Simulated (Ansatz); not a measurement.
Ansatz (a program for electronic structure) input:

Ansatz 0.2 input:
```yaml
crystal:
  periodic: [false, false, false]
  atoms:
    - {symbol: C, position_ang: [1.04927885, -0.58527834, 0.04637878]}
    - {symbol: C, position_ang: [-0.00995392, 0.50709806, 0.03465196]}
    - {symbol: O, position_ang: [-1.29849738, 0.08458737, -0.10215282]}
    - {symbol: H, position_ang: [0.03307897, 1.12810814, 0.95086167]}
    - {symbol: H, position_ang: [0.17606814, 1.24831543, -0.76718230]}
    - {symbol: H, position_ang: [2.04743003, -0.15600391, 0.15948807]}
    - {symbol: H, position_ang: [0.87458400, -1.27550716, 0.87275301]}
    - {symbol: H, position_ang: [1.02086827, -1.15252975, -0.88488227]}
basis:
  gaussian:
    orbitals: def2-TZVPD
hamiltonian:
  xc: {name: wB97X}
magnetization: {spin_polarized: true, initial_magnetization: 1}
```

Q: What final total energy does it print?

A: -154.39011 Eh (wB97X/def2-TZVPD). The basis has 159 functions.

It need not be the lowest isomer of its formula.
